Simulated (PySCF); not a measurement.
Species: C3H3FO.
SMILES with atom numbers: `[CH2:1]=[CH:2][C:3](=[O:4])[F:5]` (hydrogens: H6, H7 on C1; H8 on C2)

Computed with PySCF at wB97X-D/def2-SVPD, non-relativistic, on one gas-phase PBE0-D3(BJ)/def2-SVP geometry that isn't relaxed in the solvent. The solvent is an IEF-PCM continuum (cavity from Bondi-type radii × 1.2), and excitations are vertical TDDFT with non-equilibrium linear response and a frozen core. The model holds no explicit solvent molecules, cavitation or dispersion.

Gas-phase singlets (H = HOMO, L = LUMO):

```tsv
state	E (eV)	λ (nm)	f	leading configurations
S1	5.249	236	0.000	H-1→L 94%
S2	6.408	193	0.302	H→L 97%
S3	7.470	166	0.001	H-3→L 94%
S4	8.187	151	0.001	H-4→L 93%
S5	8.395	148	0.052	H-2→L 91%
```

Question: Give the list for chloroform (ε = 4.711), n² = 2.09.

Answer: 
```tsv
state	E (eV)	λ (nm)	f	leading configurations	change by rank (eV)
S1	5.442	228	0.000	H-1→L 95%	+0.193
S2	6.151	202	0.360	H→L 98%	-0.257
S3	7.389	168	0.001	H-2→L 95%	-0.081
S4	8.181	152	0.001	H-4→L 94%	-0.006
S5	8.551	145	0.061	H-3→L 90%	+0.156
```

Question: Give the list for methanol (ε = 32.61), n² = 1.77.

Answer: 
```
state  E (eV)  λ (nm)      f  leading configurations  change by rank (eV)
   S1   5.511     225  0.000               H-1→L 95%               +0.262
   S2   6.154     201  0.349                 H→L 97%               -0.254
   S3   7.359     168  0.001               H-2→L 96%               -0.111
   S4   8.178     152  0.001               H-4→L 95%               -0.009
   S5   8.596     144  0.070               H→L+1 83%               +0.201
```

Question: The ground-state energy changes by -0.197 eV from gas to methanol. By how much does the total energy of gas-phase S1 change?

Answer: E(S1) = E(S0) + excitation energy, so it changes by -0.197 + 0.262 = +0.065 eV: it isn't lowered at all, while the ground state is. This is the vertical state, with the slow part of the continuum still set for S0.

Question: How do the frontier levels move from gas to methanol?

Answer: 
```csv
orbital,gas (eV),solvent (eV),change (eV)
LUMO+2,2.94,3.15,+0.21
LUMO+1,2.35,2.45,+0.10
LUMO,-0.33,-0.16,+0.17
HOMO,-10.78,-10.52,+0.26
HOMO-1,-11.12,-11.27,-0.15
HOMO-2,-13.16,-13.01,+0.15
HOMO-3,-13.26,-13.31,-0.05
```

The HOMO–LUMO gap goes from 10.45 to 10.36 eV. Rows go by rank; for HOMO-3, HOMO-2, LUMO+1 and LUMO+2 the atom shares or the degeneracy differ between the runs, so the row needn't follow one orbital.

Conformer computed: `[CH2:1]=[CH:2][C:3](=[O:4])[F:5]`: C1–C2–C3–O4 0°.

wB97X-D is run here without its empirical dispersion term; that term would change no orbital, density or response property at a fixed geometry.
